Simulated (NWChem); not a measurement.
# One shape, several levels: PF3 (phosphorus trifluoride)

We compute a comparison of 6 runs (B3LYP/6-311+G**, BHLYP/6-311+G**, BLYP/6-311+G**, PBE/6-311+G**, PBE0/6-311+G**, wB97X/6-311+G**) of PF3 (phosphorus trifluoride). 

The results are computed with NWChem 7.3.0.

1 further run of the same task is left out (set aside as unsound or not needed).

### 1 The molecule

PF3 has 4 atoms, charge 0, and is taken as a singlet. As SMILES, `FP(F)F`. The P2–F4 distance was set to 2.357 Å, away from the relaxed value. At this shape a bond of the SMILES string is far longer than usual.

Bond lengths: F1–P2 1.572 Å, P2–F3 1.572 Å. Angles: F1–P2–F3 97.6°. A long bond or contact: P2–F4 2.357 Å.

### 2 The energy at B3LYP/6-311+G(d,p) (run 1)

struct.nw reads:

```
start struct
title "F3P B3LYP"
memory stack 880 mb heap 220 mb global 1100 mb
geometry units atomic noautosym nocenter noautoz
F      0.79959604    -1.94361922     2.71304200
P     -1.33938496    -0.09584502     1.80181607
F     -2.78389161    -2.00654710     0.04588255
F      0.99210622     1.97514175    -1.37950007
end
basis spherical bse
* library 6-311+G**
end
dft
xc b3lyp
mult 1
grid fine
convergence energy 1e-08
maxiter 100
mulliken
print medium
end
task dft energy
```

On the command line:

```sh
$ nwchem struct.nw > struct.out
```

Log:

```text
[...]
          Wavefunction type:  closed shell.
          No. of atoms     :     4
          No. of electrons :    42
[...]
          Charge           :     0
          Spin multiplicity:     1
[...]
          AO basis - number of functions:    96
[...]
              XC Information
              --------------
                         B3LYP Method XC Potential
                     Hartree-Fock (Exact) Exchange  0.200
                        Slater Exchange Functional  0.800 local
                    Becke 1988 Exchange Functional  0.720 non-local
              Lee-Yang-Parr Correlation Functional  0.810
                  VWN I RPA Correlation Functional  0.190 local
[...]
 d= 0,ls=0.0,diis     1   -640.7513455360 -8.09D+02  7.33D-02  2.35D+00     1.0
[...]
 d= 0,ls=0.0,diis    11   -640.9976899374 -1.53D-09  9.17D-07  7.25D-08     7.6
         Total DFT energy =     -640.997689937417
      One electron energy =    -1222.977143076742
           Coulomb energy =      468.642697613372
    Exchange-Corr. energy =      -54.584402984738
 Nuclear repulsion energy =      167.921158510690
[...]
      Total Density - Mulliken Population Analysis
     ---------------------------------------------
    Atom       Charge   Shell Charges
 -----------   ------   -------------------------------------------------------
    1 F    9     9.14   1.08  0.92  1.18  1.10  2.35  0.90  1.74 -0.14  0.02  0.00
    2 P   15    14.23   0.79  1.17  0.92  1.06  1.09  1.09  2.02  3.84  0.57  1.17  0.19  0.05 -0.00  0.26
    3 F    9     9.14   1.08  0.92  1.18  1.10  2.35  0.90  1.74 -0.14  0.02  0.00
    4 F    9     9.50   1.08  0.92  1.16  1.10  2.25  0.90  1.86 -0.03  0.25  0.00
[...]
```

Run time: 8.4 s. Hardware: 1 thread of AMD EPYC 9R14 (Zen 4), shared host; peak memory 0.11 GiB.

### 3 The energy at BHLYP/6-311+G(d,p) (run 2)

mol.nw reads:

```
START mol
TITLE "F3P"
memory stack 880 mb heap 220 mb global 1100 mb
GEOMETRY noautosym nocenter noautoz
  F        0.423128      -1.028519       1.435680
  P       -0.708772      -0.050719       0.953480
  F       -1.473172      -1.061819       0.024280
  F        0.525000       1.045200      -0.730000
END
BASIS spherical bse
  F library 6-311+G**
  P library 6-311+G**
END
DFT
  xc bhlyp
  grid fine
  convergence energy 1e-08
  iterations 100
  mulliken
  print medium
END
TASK dft
```

On the command line:

```sh
$ nwchem mol.nw > mol.out
```

Log:

```text
[...]
          Wavefunction type:  closed shell.
          No. of atoms     :     4
          No. of electrons :    42
[...]
          Charge           :     0
          Spin multiplicity:     1
[...]
          AO basis - number of functions:    96
[...]
              XC Information
              --------------
                        BHLYP Method XC Functional
                     Hartree-Fock (Exact) Exchange  0.500
                        Slater Exchange Functional  0.500 local
                    Becke 1988 Exchange Functional  0.500 non-local
              Lee-Yang-Parr Correlation Functional  1.000
[...]
 d= 0,ls=0.0,diis     1   -640.6417193574 -8.09D+02  2.63D-02  1.75D+00     1.0
[...]
 d= 0,ls=0.0,diis    12   -640.8456388070 -6.08D-09  1.15D-06  2.52D-09     8.3
         Total DFT energy =     -640.845638807024
      One electron energy =    -1222.863831396316
           Coulomb energy =      468.576110403116
    Exchange-Corr. energy =      -54.479088354871
 Nuclear repulsion energy =      167.921170541046
[...]
      Total Density - Mulliken Population Analysis
     ---------------------------------------------
    Atom       Charge   Shell Charges
 -----------   ------   -------------------------------------------------------
    1 F    9     9.17   1.08  0.92  1.16  1.09  2.38  0.91  1.77 -0.14 -0.00  0.01
    2 P   15    14.11   0.79  1.17  0.93  1.06  1.08  1.09  2.01  3.86  0.53  1.12  0.17  0.04 -0.00  0.26
    3 F    9     9.17   1.08  0.92  1.16  1.09  2.38  0.91  1.77 -0.14 -0.00  0.01
    4 F    9     9.55   1.08  0.92  1.15  1.10  2.28  0.91  1.91 -0.03  0.24  0.00
[...]
```

It took 9 s on 1 thread of AMD EPYC 9R14 (Zen 4), shared host; peak memory 0.11 GiB.

Runs 3 to 5 aren't shown in full; the table further down has their settings and results.

### 4 A single-point energy at wB97X/6-311+G(d,p) (run 6)

m1.nw reads:

```
start m1
memory total 2200 mb
charge 0

geometry noautosym nocenter noautoz
 F      0.423128    -1.028519     1.435680
 P     -0.708772    -0.050719     0.953480
 F     -1.473172    -1.061819     0.024280
 F      0.525000     1.045200    -0.730000
end

basis spherical bse
 * library 6-311+G**
end

dft
 xc wb97x
 grid fine
 convergence energy 1e-08
 iterations 100
 mulliken
 noprint "final vectors analysis"
end

task dft energy
```

On the command line:

```sh
$ nwchem m1.nw > m1.out
```

Log:

```text
[...]
          Wavefunction type:  closed shell.
          No. of atoms     :     4
          No. of electrons :    42
[...]
          Charge           :     0
          Spin multiplicity:     1
[...]
          AO basis - number of functions:    96
[...]
              XC Information
              --------------
                       wb97x  Method XC Functional
                     Hartree-Fock (Exact) Exchange  1.000
                         wb97x Exchange Functional  1.000
                      wb97x Correlation Functional  1.000
[...]
 d= 0,ls=0.0,diis     1   -640.6619301575 -8.09D+02  2.07D-02  2.30D+00     3.2
[...]
 d= 0,ls=0.0,diis    13   -640.8954084077 -7.58D-09  6.72D-07  1.81D-09    38.4
         Total DFT energy =     -640.895408407664
      One electron energy =    -1222.757427495656
           Coulomb energy =      468.423304356930
    Exchange-Corr. energy =      -54.482455809985
 Nuclear repulsion energy =      167.921170541046
[...]
      Total Density - Mulliken Population Analysis
     ---------------------------------------------
    Atom       Charge   Shell Charges
 -----------   ------   -------------------------------------------------------
    1 F    9     9.14   1.08  0.92  1.17  1.09  2.36  0.89  1.74 -0.13  0.01  0.00
    2 P   15    14.19   0.79  1.17  0.92  1.06  1.07  1.11  2.01  3.85  0.56  1.17  0.16  0.04 -0.00  0.26
    3 F    9     9.14   1.08  0.92  1.17  1.09  2.36  0.89  1.74 -0.13  0.01  0.00
    4 F    9     9.54   1.08  0.92  1.16  1.10  2.26  0.89  1.88 -0.01  0.27  0.00
[...]
```

Wall time 39 s (1 thread of AMD EPYC 9R14 (Zen 4), shared host); peak memory 0.11 GiB.

### 5 The series

| run | level | energy (Eh) | dipole moment (D) | HOMO energy (eV) | LUMO energy (eV) | wall time |
| --- | --- | --- | --- | --- | --- | --- |
| 1 | B3LYP/6-311+G** | -640.997690 | 5.05 | -9.16 | -4.38 | 8.4 s |
| 2 | BHLYP/6-311+G** | -640.845639 | 5.50 | -11.00 | -3.29 | 9 s |
| 3 | BLYP/6-311+G** | -640.988215 | 4.74 | – | – | 9.6 s |
| 4 | PBE/6-311+G** | -640.557004 | 4.67 | -7.51 | -4.88 | 9.6 s |
| 5 | PBE0/6-311+G** | -640.553881 | 5.04 | -9.44 | -4.15 | 9 s |
| 6 | wB97X/6-311+G** | -640.895408 | 5.35 | – | – | 39 s |

### 6 Outcome

```
            quantity          value
 run 6: total energy  -640.89541 Eh
run 6: dipole moment         5.35 D
```

What this shows: The dipole moment (its size) runs from 4.67 D (PBE/6-311+G**) to 5.50 D (BHLYP/6-311+G**). Over runs 1, 2, 4, 5 the HOMO–LUMO gap runs from 2.63 eV (PBE/6-311+G**) to 7.71 eV (BHLYP/6-311+G**). Totals of different functionals can't be ranked against each other. All runs together took 85 s, the longest 39 s.
